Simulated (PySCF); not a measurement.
## Stretching AlF

Set-up: basis Al pcseg-1, F pcseg-1; no relativity; PySCF 2.14. Energies in eV from Al + F in their ground configurations at the same level. State: ¹Σ⁺ (singlet), closed shell.

All columns are B3LYP. A positive dipole means Al(−)F(+).

| R (Å) | E (eV) | μ (D) | Mulliken charge on Al (basis-dependent) | HOMO (eV) | LUMO (eV) | Mayer bond order | ⟨S²⟩ |
| --- | --- | --- | --- | --- | --- | --- | --- |
| 1.456 | -5.613 | -0.43 | 0.50 | -6.66 | -1.19 | 0.91 | 0.00 |
| 1.524 | -6.218 | -0.72 | 0.50 | -6.76 | -1.29 | 0.91 | 0.00 |
| 1.591 | -6.549 | -1.03 | 0.50 | -6.87 | -1.39 | 0.90 | 0.00 |
| 1.642 | -6.666 | -1.27 | 0.51 | -6.95 | -1.46 | 0.88 | 0.00 |
| 1.693 | -6.700 | -1.52 | 0.51 | -7.03 | -1.54 | 0.87 | 0.00 |
| 1.744 | -6.669 | -1.78 | 0.52 | -7.11 | -1.61 | 0.85 | 0.00 |
| 1.812 | -6.556 | -2.12 | 0.53 | -7.21 | -1.71 | 0.83 | 0.00 |
| 1.896 | -6.335 | -2.57 | 0.55 | -7.33 | -1.83 | 0.80 | 0.00 |
| 1.998 | -6.002 | -3.11 | 0.56 | -7.44 | -1.98 | 0.78 | 0.00 |
| 2.133 | -5.505 | -3.83 | 0.58 | -7.53 | -2.17 | 0.75 | 0.00 |

A fit through these points gives, at Re = 1.692 Å, μ = -1.52 D and dμ/dR = -4.97 D/Å; the reduced mass is 11.15 u.

**Question.** How strong is the fundamental in the double-harmonic approximation, I = 42.26·(dμ/dR)²/μred km/mol?

**Answer.** I = 42.26·(-4.97)²/11.15 = 93.6 km/mol at B3LYP.
